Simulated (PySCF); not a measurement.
# Computed NMR parameters against published values

Bonds (- single, = double, # triple, : aromatic): C1-N2 1.439 Å, N2:C3 1.369 Å, C3:C4 1.367 Å, C4:N5 1.366 Å, N5:C6 1.308 Å, C6:N2 1.356 Å. C1 carries H7, H8, H9; C3 carries H10; C4 carries H11; C6 carries H12.

PySCF 2.14.0 with density-fitted response routines calculation with coordinates at the PBE0-D3(BJ)/def2-TZVP level and GIAO PBE0/pcSseg-2 shieldings; no solvent model, single conformer, fast rotation and ring inversion assumed for equivalent nuclei, relativity neglected.

Reference values: measured (solution, MeOH; Solvent effects on the nitrogen NMR chemical shifts in 1-methylazoles - a theoretical study, New J. Chem. 2015 (author manuscript)).
```csv
atoms,quantity,reference,computed,"computed, scaled"
N5,δ 15N vs neat liquid CH3NO2,-133.7,–,-114.8
N2,δ 15N vs neat liquid CH3NO2,-216.2,–,-222.4
```

Reference values: measured (solution, CH2Cl2; Solvent effects on the nitrogen NMR chemical shifts in 1-methylazoles - a theoretical study, New J. Chem. 2015 (author manuscript)).
| atoms | quantity | reference | computed | computed, scaled |
| --- | --- | --- | --- | --- |
| N5 | δ 15N vs neat liquid CH3NO2 | -120.2 | – | -114.8 |
| N2 | δ 15N vs neat liquid CH3NO2 | -220.2 | – | -222.4 |

Reference values: measured (solution, DMSO; Solvent effects on the nitrogen NMR chemical shifts in 1-methylazoles - a theoretical study, New J. Chem. 2015 (author manuscript)).
```csv
atoms,quantity,reference,computed,"computed, scaled"
N5,δ 15N vs neat liquid CH3NO2,-117.5,–,-114.8
N2,δ 15N vs neat liquid CH3NO2,-218.0,–,-222.4
```

Reference values: measured (solution, EtOH; Solvent effects on the nitrogen NMR chemical shifts in 1-methylazoles - a theoretical study, New J. Chem. 2015 (author manuscript)).
```
atoms                     quantity  reference  computed  computed, scaled
   N5  δ 15N vs neat liquid CH3NO2     -131.2         –            -114.8
   N2  δ 15N vs neat liquid CH3NO2     -218.7         –            -222.4
```

Computed shifts are σ(ref) − σ with the named reference compound (TMS for H and C) calculated as an isolated molecule at the same level. The measured values may be among those fitted. Shieldings were converted by a linear fit to measured shifts: 15N (scatter 7.2 ppm rms vs CH3NO2, solution or neat liquid). Occasional misses reach two or three times the rms, and more in compound classes unlike the fitted ones.

8 of the 24 published NMR values on file for this molecule are compared. The rest: values from further sources.
